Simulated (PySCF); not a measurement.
Structure problem from calculated spectra and properties.

Formula: C4H2ClN.

- Triplet: lowest triplet excitation (Tamm–Dancoff): 4.35 eV [TDA wB97X-D/def2-SVPD]
- Dipole: 4.19 D [wB97X-D/def2-SVPD]
- Polarisability: 61.9 au [wB97X-D/def2-SVPD]
- 13C NMR: chemical shifts (computed TMS as zero) by class: 126.4 (1 C), 125.9 (1 C), 103.4 (1 C), 13.6 (1 C) ppm [GIAO PBE0/pcSseg-1]
- UV, first state: lowest singlet excitation: 6.48 eV (191 nm, f = 0.033) [TDDFT wB97X-D/def2-SVPD]
- UV, strongest line: among the 10 lowest singlet transitions: S2 at 6.55 eV (189 nm, f = 0.111) [TDDFT wB97X-D/def2-SVPD]
- Rotational structure: rotational constants A, B, C: 6.839, 1.678, 1.427 GHz [PBE0-D3(BJ)/def2-SVP]
- NMR, other nuclei: isotropic shieldings of nuclei other than C and H, by class: -30 (1 N), 764 (1 Cl) ppm [GIAO PBE0/pcSseg-1]
- Valence photoelectron: vertical ionisation energy: 10.50 eV [ΔSCF wB97X-D/def2-SVPD]
- 1H NMR: chemical shifts (computed TMS as zero) by class: 6.57 (1 H), 2.20 (1 H) ppm [GIAO PBE0/pcSseg-1]

Electronic properties: PySCF, gas phase, density fitting. Levels stand in brackets. Geometry: PBE0-D3(BJ)/def2-SVP; no solvent, vibrations or thermal averaging. NMR values are class means; diastereotopic atoms form classes of their own.

Task: What is the compound? Reason from the data.

Result: Numbering: `[N:1]#[C:2][C@@H:3]1[CH:4]=[C:5]1[Cl:6]`. Its formula, C4H2ClN, gives 4 degrees of unsaturation: 1 ring and 3 π bonds in the structure found. 4 carbons fall into 4 classes; from least to most shielded: vinylic C–Cl carbon [C5] (126.4 ppm), nitrile carbon [C2] (125.9 ppm), alkene CH carbon [C4] (103.4 ppm), sp3 carbon next to a nitrile [C3] (13.6 ppm). Hydrogen classes from least to most shielded: 1 H on an alkene CH carbon, C4 (6.57 ppm), 1 H on an sp3 carbon next to a nitrile, C3 (2.20 ppm). The other shieldings belong to: -30 ppm, nitrile nitrogen [N1]; 764 ppm, vinyl chlorine [Cl6]. The first electron is taken from the HOMO, whose largest Löwdin shares are 0.29 on the alkene CH carbon, 0.24 on the vinyl chlorine, 0.24 on the vinylic C–Cl carbon and 0.10 on the sp3 carbon next to a nitrile. The optimised geometry has point group C1 and is an asymmetric top. Structure: `N#C[C@@H]1C=C1Cl`. Computed isomers that give other values at the same levels: `N#CC#CCCl` (rotational constant A: 15.786 GHz; this holds for the one conformer computed). The assignments are read from this structure; whether some other isomer fits the data as well wasn't checked. The mirror image fits equally.
